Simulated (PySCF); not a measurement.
# LiB⁺: frontier orbitals

UHF at R = 2.344 Å; PySCF, no relativity, basis sets Li STO-3G, B STO-3G. State: ²Σ⁺ (doublet), unpaired electrons σ ↑. Only the outer orbitals are listed, counted within each symmetry.

```json
{"spin": "α", "orbital": "3σ", "occ.": "1", "ε (eV)": "-20.24", "on Li (%)": "11", "main shells (%)": "88 B s"}
{"spin": "α", "orbital": "4σ", "occ.": "1", "ε (eV)": "-14.23", "on Li (%)": "24", "main shells (%)": "76 B p, 14 Li s, 10 Li p"}
{"spin": "α", "orbital": "5σ", "occ.": "0", "ε (eV)": "-3.09", "on Li (%)": "97", "main shells (%)": "69 Li s, 28 Li p"}
{"spin": "α", "orbital": "1π", "occ.": "0", "ε (eV)": "-2.69", "on Li (%)": "63", "main shells (%)": "63 Li p, 37 B p"}
{"spin": "α", "orbital": "1π", "occ.": "0", "ε (eV)": "-2.69", "on Li (%)": "63", "main shells (%)": "63 Li p, 37 B p"}
{"spin": "β", "orbital": "3σ", "occ.": "1", "ε (eV)": "-17.70", "on Li (%)": "17", "main shells (%)": "78 B s, 9 Li p"}
{"spin": "β", "orbital": "4σ", "occ.": "0", "ε (eV)": "-3.28", "on Li (%)": "94", "main shells (%)": "81 Li s, 14 Li p"}
{"spin": "β", "orbital": "1π", "occ.": "0", "ε (eV)": "-2.23", "on Li (%)": "72", "main shells (%)": "72 Li p, 28 B p"}
{"spin": "β", "orbital": "1π", "occ.": "0", "ε (eV)": "-2.23", "on Li (%)": "72", "main shells (%)": "72 Li p, 28 B p"}
```

Question: Which are the highest filled and the lowest empty level, where do they sit, and how wide is the gap?

Answer: Highest filled α 4σ at -14.23 eV (in %: 76 B p, 14 Li s, 10 Li p); lowest empty β 4σ at -3.28 eV (in %: 81 Li s, 14 Li p); the gap at UHF is 10.95 eV.

| Quantity | Value |
| --- | --- |
| bond order (Mayer) | 0.74 |
| ⟨S²⟩ | 0.754 |
| charge on Li (Mulliken, basis-dependent) | 0.48 |
| charge on Li (Löwdin, basis-dependent) | 0.38 |
| dipole moment (positive dipole points towards B; it is taken about the centre of mass and depends on that origin) | -3.49 D |
| polarisability along the bond | 15.9 bohr³ |
| polarisability across the bond | 13.0 bohr³ |

STO-3G is very small, so such numbers show the basis as much as the molecule. The state was picked by a PBE0 search and need not be the measured ground state.
